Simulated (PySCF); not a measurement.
# Computed spin Hamiltonian

Compound: C2H3NO (triplet state).
SMILES with atom numbers: `[CH3:1][C:2]([N:3])=[O:4]` (hydrogens: H5, H6, H7 on C1)

Geometry (GFN2-xTB, Å), atoms numbered from 1 in this order:
```
atom  x, y, z in Å
C1    -0.677   -0.067    0.014
C2     0.876    0.108   -0.022
N3     1.477   -0.999   -0.164
O4     1.352    1.233    0.083
H5    -0.928   -1.122   -0.006
H6    -1.026    0.406    0.928
H7    -1.070    0.445   -0.860
```

Method: UKS B3LYP, pcH-1 on C H N O, non-relativistic, mean-field spin-orbit, GIAO in PySCF. Isolated species at its GFN2-xTB geometry, gas phase. The geometry wasn't refined by DFT: couplings that depend on bond lengths, twists or pyramidal angles can differ widely from those at the functional's own minimum.

```
g1, g2, g3                      : 2.00310, 2.00405, 2.01180
g_iso                           : 2.00632
Form of g                       : close to axial: the two nearest values differ by 11 % of g3 − g1
⟨S²⟩                            : 2.0295 (exact 2.0000)
D, E                            : 0.896, 0.002 cm⁻¹
α and β electrons               : 16, 14
HOMO–LUMO gap, α and β orbitals : 8.36, 2.72 eV
Total energy                    : -207.88213 Eh
```

Isotropic coupling and dipolar principal values T1 to T3, in MHz:

| atom | isotope | a_iso | T1 | T2 | T3 | Mulliken spin population |
| --- | --- | --- | --- | --- | --- | --- |
| C1 | 13C | 29.6 | -5.7 | -4.4 | 10.2 | 0.08 |
| C2 | 13C | -41.6 | -18.3 | 3.0 | 15.3 | -0.22 |
| N3 | 14N | 17.7 | -39.5 | 10.1 | 29.4 | 1.62 |
| O4 | 17O | -20.0 | -66.6 | 26.4 | 40.3 | 0.51 |
| H5 | 1H | 4.7 | -6.4 | -2.8 | 9.2 | 0.00 |
| H6 | 1H | 5.1 | -3.3 | -1.3 | 4.6 | 0.01 |
| H7 | 1H | 0.7 | -3.2 | -1.6 | 4.8 | 0.00 |

Largest spin populations (Mulliken): N3 (+1.62), O4 (+0.51), C2 (-0.22) and C1 (+0.08).

Axes: g3 points within 12° of the C2–O4 bond.

The 17O coupling of O4 (-20.0 MHz) shows only in satellite lines or after enrichment, since that isotope makes up about 0.038 % of natural oxygen.

The 13C coupling of C2 (-41.6 MHz) shows only in satellite lines or after enrichment, since that isotope makes up about 1.07 % of natural carbon.

β density exceeds α density at some nuclei, such as C2 (-0.0740), spin density in bohr⁻³. In a single determinant that takes different orbitals for the two spins, that is spin polarisation.
